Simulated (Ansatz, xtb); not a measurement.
**Two isomers of C4H6S2**

We compare a, `S/C=C/C=C/S`, a singlet, with b, `C=CC=C(S)S`, a singlet. Both are isolated molecules in the gas phase, relaxed with B3LYP/def2-SVP; the shapes shown needn't be the lowest conformers.

a (Å):

```xyz
12

C    -0.3959   -1.2884   -1.8005
C    -0.8513   -0.7912   -0.6299
C     0.0112   -0.3183    0.4363
C    -0.4434    0.1790    1.6071
S    -1.3257   -1.8917   -3.1673
S     0.4876    0.7823    2.9730
H    -2.5577   -1.6861   -2.6446
H     0.6809   -1.3535   -1.9917
H    -1.9325   -0.7324   -0.4540
H     1.0924   -0.3772    0.2601
H    -1.5201    0.2446    1.7990
H     1.7192    0.5762    2.4493
```

b (Å):

```xyz
12

C    -2.2773   -0.8989   -1.6158
C    -1.1425   -1.1278   -0.9295
C    -0.5960   -0.2228    0.0654
C     0.5023   -0.4406    0.8322
S     1.1879    0.7392    1.9722
S     1.3195   -2.0225    0.8948
H    -2.6385   -1.6042   -2.3678
H    -2.8802   -0.0012   -1.4449
H    -0.5737   -2.0433   -1.1251
H    -1.1249    0.7277    0.2003
H     0.6212    1.8435    1.4282
H     2.5838   -1.5353    0.9258
```

Quicker runs give these differences E(b) − E(a): GFN2-xTB +0.231 eV; HF/STO-3G +0.120 eV (at GFN2-xTB geometries); r2SCAN-D4/def2-SVP +0.121 eV (at GFN2-xTB geometries).

Estimate E(b) − E(a) at the level CCSD(T)/def2-SVP + ΔMP2/def2-TZVPP.

CCSD(T)/def2-SVP + ΔMP2/def2-TZVPP gives E(b) − E(a) = +0.018 eV, slightly favouring structure a, which is too small a margin to settle the true order.

How the difference moves with the method:

```json
{"level": "GFN2-xTB", "geometry": "GFN2-xTB", "E(b) − E(a) (eV)": "+0.231", "departure from the last row (eV)": "+0.213", "job, with rough time for the two": "optimisation, 0.11 s"}
{"level": "HF/STO-3G", "geometry": "GFN2-xTB", "E(b) − E(a) (eV)": "+0.120", "departure from the last row (eV)": "+0.102", "job, with rough time for the two": "single point, 0.44 s"}
{"level": "r2SCAN-D4/def2-SVP", "geometry": "GFN2-xTB", "E(b) − E(a) (eV)": "+0.121", "departure from the last row (eV)": "+0.103", "job, with rough time for the two": "single point, 5.7 s"}
{"level": "B3LYP/def2-SVP", "geometry": "B3LYP/def2-SVP", "E(b) − E(a) (eV)": "+0.124", "departure from the last row (eV)": "+0.106", "job, with rough time for the two": "optimisation, 59 s"}
{"level": "HF/def2-SVP", "geometry": "B3LYP/def2-SVP", "E(b) − E(a) (eV)": "+0.101", "departure from the last row (eV)": "+0.083", "job, with rough time for the two": "part of the CCSD(T) run"}
{"level": "MP2/def2-SVP", "geometry": "B3LYP/def2-SVP", "E(b) − E(a) (eV)": "+0.010", "departure from the last row (eV)": "−0.008", "job, with rough time for the two": "part of the CCSD(T) run"}
{"level": "CCSD(T)/def2-SVP", "geometry": "B3LYP/def2-SVP", "E(b) − E(a) (eV)": "+0.024", "departure from the last row (eV)": "+0.006", "job, with rough time for the two": "single point"}
{"level": "CCSD(T)/def2-SVP + ΔMP2/def2-TZVPP", "geometry": "B3LYP/def2-SVP", "E(b) − E(a) (eV)": "+0.018", "departure from the last row (eV)": "", "job, with rough time for the two": "single point, 68 s"}
```

As drawn, both hold the same kinds of bond in the same numbers.

The largest departure from CCSD(T)/def2-SVP + ΔMP2/def2-TZVPP is that of GFN2-xTB, 0.213 eV. The last row adds to CCSD(T) the change of the MP2 difference between the two basis sets, here −0.006 eV.

With thermal terms from frequencies at re-optimised GFN2-xTB minima (ideal gas, soft modes damped towards free rotors, one conformer each, 298.15 K, 1 atm): the zero-point term adds −0.015 eV; ΔH is +0.009 and ΔG −0.022 eV.

The correlated steps freeze 14 core orbitals. Programs: Ansatz 0.2.0, xtb 6.7.1; the last row on 2 threads of Arm Neoverse V2 on a shared host.
